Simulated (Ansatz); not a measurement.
AlNH$_{4}$Cl (SMILES [NH3+][AlH][Cl]) (charge +1), closed shell: a single point displaced at random from a GFN2-xTB minimum.

in.yaml

```yaml
crystal:
  periodic: [false, false, false]
  atoms:
    - {symbol: N, position_ang: [-0.705700, 0.372100, -0.274600]}
    - {symbol: Al, position_ang: [1.035700, -0.443500, 0.338800]}
    - {symbol: Cl, position_ang: [0.851200, -1.897300, 1.650600]}
    - {symbol: H, position_ang: [-1.321000, -0.297000, -0.758700]}
    - {symbol: H, position_ang: [-0.586100, 1.134200, -0.967100]}
    - {symbol: H, position_ang: [-1.248300, 0.758400, 0.465500]}
    - {symbol: H, position_ang: [2.035600, 0.364500, -0.487800]}
basis:
  gaussian: {orbitals: def2-TZVPP}
total_charge: 1
hamiltonian: {xc: {name: B97M-V}}
output: {forces: true}
```

An equivalent command:

```bash
ansatz run in.yaml --threads 4 --pin off --events-out ev --progress --plain
```

The run's output (Ansatz 0.2.0):

```
Functional definition: B97M-V
  name "B97M-V"
  cite "Mardirossian & Head-Gordon, J. Chem. Phys. 142, 074111 (2015) doi:10.1063/1.4907719"
  cite "Becke, J. Chem. Phys. 107, 8554 (1997) doi:10.1063/1.475007"
  cite "Vydrov & Van Voorhis, J. Chem. Phys. 133, 244103 (2010) doi:10.1063/1.3521275"
  # Of w^i u^j: cxij and so on, Table III.
  parameter cx00 = 1.000
  parameter cx01 = 1.308
  parameter cx02 = 1.901
  parameter cx10 = 0.416
  parameter cx11 = 3.070
  parameter css00 = 1.000
  parameter css02 = -1.855
  parameter css10 = -5.668
  parameter css32 = -20.497
  parameter css42 = -20.364
  parameter cos00 = 1.000
  parameter cos01 = 1.573
  parameter cos03 = -6.298
  parameter cos10 = 2.535
  parameter cos32 = -6.427
  parameter b = 6.0
  parameter c = 0.01
  gx(w, u) = cx00 + cx01*u + cx02*u^2 + (cx10 + cx11*u)*w
  gss(w, u) = css00 + css02*u^2 + css10*w + (css32*w^3 + css42*w^4)*u^2
  gos(w, u) = cos00 + cos01*u + cos03*u^3 + cos10*w + cos32*w^3*u^2
  exchange = spin_sum(e_x_unif_s*gx(b97_w, b97_u_x))
  correlation = spin_sum(e_c_pw_mod_same_spin*gss(b97_w, b97_u_same))
      + integral(e_c_pw_mod_opposite_spin*gos(b97_w_opposite, b97_u_opposite)) + vv10(b, c)
954 factors; their error is unknown
mean field evaluation 1: about -20655.2419 eV, gradient 7.8e1 eV
mean field evaluation 2: about -20644.3640 eV, gradient 9.8e1 eV
mean field evaluation 4: about -20666.7321 eV, gradient 4.1e0 eV
mean field evaluation 8: about -20666.7558 eV, gradient 2.7e-1 eV
mean field evaluation 16: about -20666.7559 eV, gradient 3.5e-5 eV
mean field -20666.75589975 eV, -759.4892708855 hartree, gradient 3.5e-5 eV, S^2 0.000000; 0 other end points of the search recorded, 0 dependent functions left out
the calculation of the forces begins
reference -20666.75595636 eV, -759.4892729658 hartree; 20, 20 occupied and 151, 151 virtual orbitals, 954 factors
Total energy: -20666.75595636 eV, -759.4892729658 hartree
Atom 0 at    -0.705700     0.372100    -0.274600 Å, force     0.310056    -0.348739    -1.411111 eV/Å
Atom 1 at     1.035700    -0.443500     0.338800 Å, force    -0.294962     1.459347    -1.343067 eV/Å
Atom 2 at     0.851200    -1.897300     1.650600 Å, force    -0.193247    -1.040216     0.960926 eV/Å
Atom 3 at    -1.321000    -0.297000    -0.758700 Å, force     0.264982     0.291148     0.443479 eV/Å
Atom 4 at    -0.586100     1.134200    -0.967100 Å, force     0.122151    -0.587883     0.677387 eV/Å
Atom 5 at    -1.248300     0.758400     0.465500 Å, force    -0.584461     0.282143     0.635540 eV/Å
Atom 6 at     2.035600     0.364500    -0.487800 Å, force     0.375481    -0.055799     0.036845 eV/Å
Dipole moment:    -0.715694     0.861876    -0.726294 e Å
```

Hardware: 4 CPU threads, shared host. Wall time about 3.8 s.
